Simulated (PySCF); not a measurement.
**How far each method lies from full CI for O₂, triplet**

Geometry: MP2(full)/6-31G*, from the G2/97 set.

```tsv
atom	x (Å)	y (Å)	z (Å)
O	0.0000	0.0000	0.0000
O	0.0000	0.0000	1.2460
```

Basis STO-3G; PySCF 2.14.0. Correlated methods freeze the noble-gas cores, which leaves 12 electrons in 8 orbitals. R marks a restricted (for open shells ROHF) determinant, U an unrestricted one.

Full CI is exact within this basis and frozen core; it isn't the basis-set limit. The frozen core follows each run's orbitals, which can shift R against U totals by a few meV.

The RHF row is the lowest restricted solution found. The determinant for coupled cluster was chosen by trial CCSD, here up to 0.17 eV above the lowest Hartree–Fock solution of its kind, and MP2 stands on that determinant too.

The UHF ⟨S²⟩ is 2.003. The ⟨S²⟩ of the determinant under UCCSD is 2.003, the T1 diagnostic (RCCSD) is 0.0084 and the largest doubles amplitude (RCCSD) is 0.185. The T1 diagnostic (UCCSD) is 0.0049.

```json
{"level": "RHF", "E − E(full CI) (meV)": "3318", "share of correlation (%)": "0.00", "wall time": "–"}
{"level": "RMP2", "E − E(full CI) (meV)": "368", "share of correlation (%)": "88.92", "wall time": "–"}
{"level": "UMP2", "E − E(full CI) (meV)": "360", "share of correlation (%)": "89.15", "wall time": "–"}
{"level": "RCCSD", "E − E(full CI) (meV)": "75", "share of correlation (%)": "97.75", "wall time": "–"}
{"level": "UCCSD", "E − E(full CI) (meV)": "74", "share of correlation (%)": "97.78", "wall time": "–"}
{"level": "RCCSD(T)", "E − E(full CI) (meV)": "52", "share of correlation (%)": "98.43", "wall time": "0.18 s"}
{"level": "UCCSD(T)", "E − E(full CI) (meV)": "52", "share of correlation (%)": "98.43", "wall time": "0.09 s"}
{"level": "RCCSDT", "E − E(full CI) (meV)": "46", "share of correlation (%)": "98.62", "wall time": "0.34 s"}
{"level": "UCCSDT", "E − E(full CI) (meV)": "46", "share of correlation (%)": "98.63", "wall time": "0.24 s"}
```

The correlation energy at full CI, counted from RHF, is -3.318 eV. That run took 0.02 s on 1 thread of Intel Xeon, shared host over 60 determinants.

Run but not shown, since their state or frozen core can't be matched to the reference's or they repeat it: UHF.

Times are those of the correlated step on a shared host, with one SCF added for the restricted CCSD run; they ran on 1 thread of Intel Xeon.

The full-CI state has the irrep B1g of D2h, in the program's axes (one component, if the state is degenerate).

Natural occupations of full CI about the gap: 1.953 1.950 1.950 1.050 1.050 0.053; effectively unpaired electrons, Σ n²(2−n)², 2.03.

Atomization energy (electronic, same basis, no zero-point term; atoms at the same level, unrestricted beside the R rows where the molecule is a closed shell; the atoms' step beyond CCSDT comes from their full CI) at full CI: 378.8 kJ/mol. Errors of other levels:

```tsv
level	error (kJ/mol)
RHF	-320.1
RMP2	-35.5
UMP2	-34.7
RCCSD	-7.2
UCCSD	-7.1
RCCSD(T)	-5.0
UCCSD(T)	-5.0
RCCSDT	-4.4
UCCSDT	-4.4
```

This basis is far from its limit, so the value isn't to be set against a measured one.
